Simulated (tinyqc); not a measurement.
Worked calculation (part 2 of 2): UKS/LDA (VWN5) in the sto-3g basis, for OH+, spin multiplicity 3. Computed by tinyqc, a small Python program that keeps every step (integrals from PySCF). Command: `OMP_NUM_THREADS=1 python tinyqc.py 24648 24649 out.jsonl` (the two numbers bound the seeds that draw the settings). One thread of a shared host (Intel(R) Xeon(R) Processor @ 2.60GHz), about 1 s of CPU time with the checks.

Geometry (angstrom):

| atom | x | y | z |
|---|---|---|---|
| O | 0.000000 | 0.000000 | 0.000000 |
| H | 0.000000 | 0.000000 | 0.912000 |

## Iteration 2: diagonalisation and new density

extrapolated F(alpha) (hartree), lower triangle:
```
             1O 1s      1O 2s     1O 2px     1O 2py     1O 2pz      2H 1s
1O 1s   -19.248114
1O 2s    -4.982360  -2.679570
1O 2px    0.000000   0.000000  -0.871219
1O 2py    0.000000   0.000000   0.000000  -0.871219
1O 2pz   -0.017684  -0.165533   0.000000   0.000000  -0.924420
2H 1s    -1.275012  -1.165566   0.000000   0.000000  -0.623637  -1.002416
```

extrapolated F(beta) (hartree), lower triangle:
```
             1O 1s      1O 2s     1O 2px     1O 2py     1O 2pz      2H 1s
1O 1s   -19.211231
1O 2s    -4.955086  -2.546045
1O 2px    0.000000   0.000000  -0.709042
1O 2py    0.000000   0.000000   0.000000  -0.709042
1O 2pz   -0.016886  -0.162580   0.000000   0.000000  -0.847363
2H 1s    -1.268480  -1.124320   0.000000   0.000000  -0.608383  -0.987163
```

X, lower triangle:
```
            1O 1s      1O 2s    1O 2px    1O 2py     1O 2pz     2H 1s
1O 1s    1.023286
1O 2s   -0.135600   1.169423
1O 2px   0.000000   0.000000  1.000000
1O 2py   0.000000   0.000000  0.000000  1.000000
1O 2pz  -0.010203   0.117065  0.000000  0.000000   1.092911
2H 1s    0.025581  -0.360853  0.000000  0.000000  -0.287281  1.236048
```

Diagonalise F' = X^T F X, C = X C', fill 5 alpha and 3 beta electrons from the bottom; D(s) = C_occ C_occ^T. Each column has its largest component positive (the first on a tie).

F' = X^T F X (alpha) (hartree), lower triangle:
```
            1          2          3          4          5          6
1  -18.880754
2   -2.566060  -1.714556
3    0.000000   0.000000  -0.871219
4    0.000000   0.000000   0.000000  -0.871219
5   -0.030628  -0.034928   0.000000   0.000000  -0.793160
6   -0.209132  -0.421238   0.000000   0.000000  -0.356519  -0.509364
```

orbital energies (alpha) (hartree): MO1 -19.260047, MO2 -1.529279, MO3 -0.927647, MO4 -0.871219, MO5 -0.871219, MO6 -0.180861

coefficients C (alpha):
```
              MO1        MO2        MO3       MO4        MO5        MO6
1O 1s    0.993034  -0.246661   0.104995  0.000000   0.000000   0.090982
1O 2s    0.030543   0.912517  -0.492861  0.000000   0.000000  -0.673293
1O 2px   0.000000   0.000000   0.000000  0.948335  -0.317272   0.000000
1O 2py   0.000000   0.000000   0.000000  0.317272   0.948335   0.000000
1O 2pz   0.005163   0.242242   0.778800  0.000000   0.000000  -0.790921
2H 1s   -0.009941   0.126855   0.336307  0.000000   0.000000   1.269614
```

F' = X^T F X (beta) (hartree), lower triangle:
```
            1          2          3          4          5          6
1  -18.847189
2   -2.558512  -1.571561
3    0.000000   0.000000  -0.709042
4    0.000000   0.000000   0.000000  -0.709042
5   -0.030068  -0.024069   0.000000   0.000000  -0.709668
6   -0.210531  -0.418416   0.000000   0.000000  -0.360857  -0.509406
```

orbital energies (beta) (hartree): MO1 -19.222069, MO2 -1.414954, MO3 -0.855920, MO4 -0.709042, MO5 -0.709042, MO6 -0.144881

coefficients C (beta):
```
              MO1        MO2        MO3       MO4        MO5        MO6
1O 1s    0.993396  -0.236783   0.119049  0.000000   0.000000   0.095844
1O 2s    0.029010   0.862692  -0.556304  0.000000   0.000000  -0.689422
1O 2px   0.000000   0.000000   0.000000  0.932005  -0.362445   0.000000
1O 2py   0.000000   0.000000   0.000000  0.362445   0.932005   0.000000
1O 2pz   0.004870   0.250109   0.742654  0.000000   0.000000  -0.822605
2H 1s   -0.009382   0.189150   0.366544  0.000000   0.000000   1.253393
```

D(alpha) after iteration 2, lower triangle:
```
            1O 1s      1O 2s    1O 2px    1O 2py    1O 2pz     2H 1s
1O 1s    1.057983
1O 2s   -0.246500   1.076532
1O 2px   0.000000   0.000000  1.000000
1O 2py   0.000000   0.000000  0.000000  1.000000
1O 2pz   0.027145  -0.162632  0.000000  0.000000  0.665237
2H 1s   -0.005852  -0.050299  0.000000  0.000000  0.292594  0.129294
```

D(beta) after iteration 2, lower triangle:
```
            1O 1s      1O 2s    1O 2px    1O 2py    1O 2pz     2H 1s
1O 1s    1.057074
1O 2s   -0.241680   1.054553
1O 2px   0.000000   0.000000  0.000000
1O 2py   0.000000   0.000000  0.000000  0.000000
1O 2pz   0.034028  -0.197233  0.000000  0.000000  0.614113
2H 1s   -0.010470  -0.041004  0.000000  0.000000  0.319478  0.170220
```

Within a degenerate level the vectors are fixed only up to a rotation; this is one choice.

## Iteration 7 (converged): orbitals

converged F(alpha) (hartree), lower triangle:
```
             1O 1s      1O 2s     1O 2px     1O 2py     1O 2pz      2H 1s
1O 1s   -19.248561
1O 2s    -4.982522  -2.679794
1O 2px    0.000000   0.000000  -0.871384
1O 2py    0.000000   0.000000   0.000000  -0.871384
1O 2pz   -0.018266  -0.168178   0.000000   0.000000  -0.924767
2H 1s    -1.275099  -1.166309   0.000000   0.000000  -0.624963  -1.003459
```

converged F(beta) (hartree), lower triangle:
```
             1O 1s      1O 2s     1O 2px     1O 2py     1O 2pz      2H 1s
1O 1s   -19.211427
1O 2s    -4.955081  -2.545713
1O 2px    0.000000   0.000000  -0.708773
1O 2py    0.000000   0.000000   0.000000  -0.708773
1O 2pz   -0.017361  -0.164855   0.000000   0.000000  -0.846905
2H 1s    -1.268514  -1.125106   0.000000   0.000000  -0.609915  -0.989976
```

As before.

F' = X^T F X (alpha) (hartree), lower triangle:
```
            1          2          3          4          5          6
1  -18.881176
2   -2.566182  -1.714935
3    0.000000   0.000000  -0.871384
4    0.000000   0.000000   0.000000  -0.871384
5   -0.030931  -0.037592   0.000000   0.000000  -0.793445
6   -0.209022  -0.421187   0.000000   0.000000  -0.357000  -0.509953
```

orbital energies (alpha) (hartree): MO1 -19.260503, MO2 -1.530812, MO3 -0.926531, MO4 -0.871384, MO5 -0.871384, MO6 -0.181663

coefficients C (alpha):
```
              MO1        MO2        MO3       MO4        MO5        MO6
1O 1s    0.993032  -0.246418   0.105782  0.000000   0.000000   0.090753
1O 2s    0.030557   0.911536  -0.495994  0.000000   0.000000  -0.672320
1O 2px   0.000000   0.000000   0.000000  0.640658   0.767826   0.000000
1O 2py   0.000000   0.000000   0.000000  0.767826  -0.640658   0.000000
1O 2pz   0.005206   0.245395   0.777740  0.000000   0.000000  -0.790991
2H 1s   -0.009961   0.126817   0.336367  0.000000   0.000000   1.269602
```

F' = X^T F X (beta) (hartree), lower triangle:
```
            1          2          3          4          5          6
1  -18.847384
2   -2.558560  -1.571290
3    0.000000   0.000000  -0.708773
4    0.000000   0.000000   0.000000  -0.708773
5   -0.030318  -0.026174   0.000000   0.000000  -0.708906
6   -0.210440  -0.418088   0.000000   0.000000  -0.361447  -0.512301
```

orbital energies (beta) (hartree): MO1 -19.222267, MO2 -1.416122, MO3 -0.854664, MO4 -0.708773, MO5 -0.708773, MO6 -0.146828

coefficients C (beta):
```
              MO1        MO2        MO3       MO4        MO5        MO6
1O 1s    0.993396  -0.236391   0.120014  0.000000   0.000000   0.095609
1O 2s    0.029014   0.860832  -0.560642  0.000000   0.000000  -0.688232
1O 2px   0.000000   0.000000   0.000000  0.333114   0.942887   0.000000
1O 2py   0.000000   0.000000   0.000000  0.942887  -0.333114   0.000000
1O 2pz   0.004904   0.252536   0.740039  0.000000   0.000000  -0.824218
2H 1s   -0.009395   0.190394   0.368634  0.000000   0.000000   1.252591
```

D(alpha) after iteration 7, lower triangle:
```
            1O 1s      1O 2s    1O 2px    1O 2py    1O 2pz     2H 1s
1O 1s    1.058025
1O 2s   -0.246742   1.077842
1O 2px   0.000000   0.000000  1.000000
1O 2py   0.000000   0.000000  0.000000  1.000000
1O 2pz   0.026971  -0.161909  0.000000  0.000000  0.665126
2H 1s   -0.005560  -0.051542  0.000000  0.000000  0.292674  0.129324
```

D(beta) after iteration 7, lower triangle:
```
            1O 1s      1O 2s    1O 2px    1O 2py    1O 2pz     2H 1s
1O 1s    1.057119
1O 2s   -0.241956   1.056192
1O 2px   0.000000   0.000000  0.000000
1O 2py   0.000000   0.000000  0.000000  0.000000
1O 2pz   0.033989  -0.197364  0.000000  0.000000  0.611457
2H 1s   -0.010100  -0.043047  0.000000  0.000000  0.320839  0.172229
```

Within a degenerate level the vectors are fixed only up to a rotation; this is one choice.

## Convergence

Stop when the energy changes by less than 1e-09 hartree and every element of the error matrix X^T (F D S - S D F) X (for each spin) is below 9e-06.

Course of the cycle:

| iteration | E (hartree) | change | largest element of the error matrix |
|---|---|---|---|
| 1 | -73.54120841 | - | 2.53e-01 |
| 2 | -73.69144124 | -1.50e-01 | 2.05e-02 |
| 3 | -73.69231956 | -8.78e-04 | 1.49e-03 |
| 4 | -73.69232412 | -4.56e-06 | 5.55e-04 |
| 5 | -73.69232447 | -3.45e-07 | 1.18e-04 |
| 6 | -73.69232449 | -1.57e-08 | 9.28e-06 |
| 7 | -73.69232449 | -1.93e-10 | 4.06e-07 |

PySCF UKS in the same basis, fine grid, after a stability check = -73.67281291 hartree

Converged in 7 iterations. The coarse grid moves the energy by -1.95e-02 hartree.

## Populations, bond orders and dipole

overlap S, lower triangle:
```
           1O 1s     1O 2s    1O 2px    1O 2py    1O 2pz     2H 1s
1O 1s   1.000000
1O 2s   0.236704  1.000000
1O 2px  0.000000  0.000000  1.000000
1O 2py  0.000000  0.000000  0.000000  1.000000
1O 2pz  0.000000  0.000000  0.000000  0.000000  1.000000
2H 1s   0.060065  0.504914  0.000000  0.000000  0.408663  1.000000
```

Mulliken: Z minus the diagonal of D S on the atom; Loewdin: the same with S^(1/2) D S^(1/2); Mayer order: 2 sum_s sum (D(s) S)_ij (D(s) S)_ji over the two atoms.

Charges (e):

| atom | Mulliken | Loewdin | Mulliken spin |
|---|---|---|---|
| 1O | 0.503573 | 0.638049 | 2.058431 |
| 2H | 0.496427 | 0.361951 | -0.058431 |

Mayer bond orders:

| pair | order |
|---|---|
| 2-1 | 0.750146 |

dipole moment about the origin, x y z (debye): 0.000000  0.000000  2.415638

<S^2> of the determinant (pure state: 2) = 2.002358
